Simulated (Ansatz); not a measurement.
**How basis sets differ on CH6Si (methylsilane)**

CH6Si has 8 atoms, charge 0, and is taken as a singlet. As SMILES, `C[SiH3]`. The shape is that of a PBE0-D4/def2-TZVP optimisation.

Each level gives the electronic atomisation energy (eV). The values are calculated. Electronic energies at fixed atoms, without zero-point motion or spin-orbit coupling.

| level | kind | program | value (eV) | CPU time (all runs) |
| --- | --- | --- | --- | --- |
| B2PLYP/STO-3G | double hybrid | Ansatz | 33.60 | 1.8 s |
| B2PLYP/def2-SV(P) | double hybrid | Ansatz | 25.90 | 1.6 s |
| B2PLYP/def2-SVP | double hybrid | Ansatz | 26.66 | 1.9 s |
| B2PLYP/def2-TZVP | double hybrid | Ansatz | 26.82 | 3.2 s |
| B2PLYP/def2-TZVPP | double hybrid | Ansatz | 27.00 | 5 s |
| B2PLYP/def2-QZVP | double hybrid | Ansatz | 27.11 | 22 s |

The values span 25.90 to 33.60 eV. Without the sets that lack polarisation functions the rows with a basis span only 25.90 to 27.11 eV. CPU times are rough (shared hosts, several kinds of processor and program).
